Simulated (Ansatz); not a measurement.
Relaxation of BH$_{4}$O (6 atoms, charge 0, multiplicity 2), to a largest force component of 0.03 eV/Å in at most 50 steps.

Theory: UKS BHLYP-D4/6-31G* (Ansatz 0.2.0).

```xyz
6
Properties=species:S:1:pos:R:3
B 0.010 -0.005 -0.361
H 0.011 0.071 2.028
H 1.075 -0.041 -0.872
H -1.068 0.036 -0.843
O -0.096 0.009 3.000
H -0.446 -0.871 3.135
```

Q: Where does it end, and by what steps?

A: It converged. The force dipped under the threshold on the way, but the program's further checks kept it going. After 33 steps the energy has fallen by 0.695 eV; O5 moved furthest, 1.15 Å. Joined: B1–O5 (3.36 → 1.69 Å).

```
step  energy less start (eV)  largest force component (eV/Å)  accepted
   0                  0.0000                           0.891       yes
   2                 -0.0082                           0.230       yes
   4                 -0.0089                           0.056       yes
   6                 -0.0097                           0.011       yes
   8                 -0.0099                           0.118       yes
  10                 -0.0105                           0.044       yes
  12                 -0.0108                           0.147        no
  14                 -0.0126                           0.083       yes
  16                 -0.0142                           0.223       yes
  18                 -0.0153                           0.602        no
  20                 -0.0272                           0.374       yes
  22                 -0.0282                           2.116        no
  24                 -0.1129                           0.283       yes
  26                 -0.2667                           2.075       yes
  28                 -0.6243                           1.310       yes
  30                 -0.6799                           0.187       yes
  32                 -0.6949                           0.033       yes
  33                 -0.6953                           0.009       yes
```

```xyz
6
Properties=species:S:1:pos:R:3
B -0.097 -0.257 0.179
H 0.739 -0.395 2.187
H 0.905 0.255 -0.209
H -1.190 0.086 -0.147
O -0.069 0.000 1.849
H -0.803 -0.491 2.228
```

Whether the end is a true minimum wasn't checked by a vibrational analysis.

Time of the run: 36 s on 1 thread of Arm Neoverse V2, on a shared host, peak memory 0.11 GiB.
